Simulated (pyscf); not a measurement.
`[NH2][Ti]([OH])([OH])[OH]` → `[O]=[Ti]([OH])[OH]` + `[NH3]`, an elimination (singlet surface; H–O, N–Ti broken, H–N formed). Structures and frequencies: ωB97X-D3(BJ)/def2-SVP in PySCF. Energies in kcal/mol from the reactant's lowest minimum found.

Small-basis levels: PySCF, no dispersion term, spherical d functions. GFN2-xTB: tblite. Cost: rough CPU time at the saddle relative to B3LYP/6-31G*+LANL2DZ, from one job on a shared machine.

| level | barrier | reaction energy | cost |
|---|---|---|---|
| HF/6-31G*+LANL2DZ | 39.2 | +40.0 | 0.1 |
| PBE/6-31G*+LANL2DZ | … | +34.1 | 2 |
| B3LYP/3-21G | 18.9 | +54.7 | 0.7 |
| B3LYP/LANL2DZ | 30.5 | +43.9 | 0.9 |
| B3LYP/6-31G*+LANL2DZ | 25.6 | +34.9 | 1 |
| B3LYP/6-311+G**+LANL2DZ | … | +34.4 | 2 |
| PBE/def2-SVP | 18.8 | +35.1 | 2 |
| B3LYP/def2-SVP | 23.8 | +35.9 | 1 |
| GFN2-xTB | 25.6 | +60.0 | under 0.02 |
| ωB97M-D3(BJ)/def2-TZVP | … | +34.6 | – |

Question: Complete the blanks.

Answer: 
- PBE/6-31G*+LANL2DZ, barrier: 20.8
- B3LYP/6-311+G**+LANL2DZ, barrier: 28.5
- ωB97M-D3(BJ)/def2-TZVP, barrier: 26.4

Against the last row the barrier runs from -7.6 (PBE/def2-SVP) to +12.8 kcal/mol (HF/6-31G*+LANL2DZ). ωB97M-D3(BJ)/def2-TZVP has limits of its own. On the product side the descent ends in an adduct with a N–Ti contact, 39.7 kcal/mol under the separated species and 29.8 kcal/mol under the saddle at ωB97X-D3(BJ)/def2-TZVP. At ωB97M-D3(BJ) the saddle lies under the separated products, which points to a path from their complex (located at ωB97X-D3(BJ) alone), and parting the products costs more than the saddle. What is counted as broken (N–Ti) persists as a longer contact in the product adduct; parting that adduct is a step of its own. At the saddle there is also a short H–Ti contact that neither side keeps. This is the saddle that the search found; another between the same sides may lie lower.
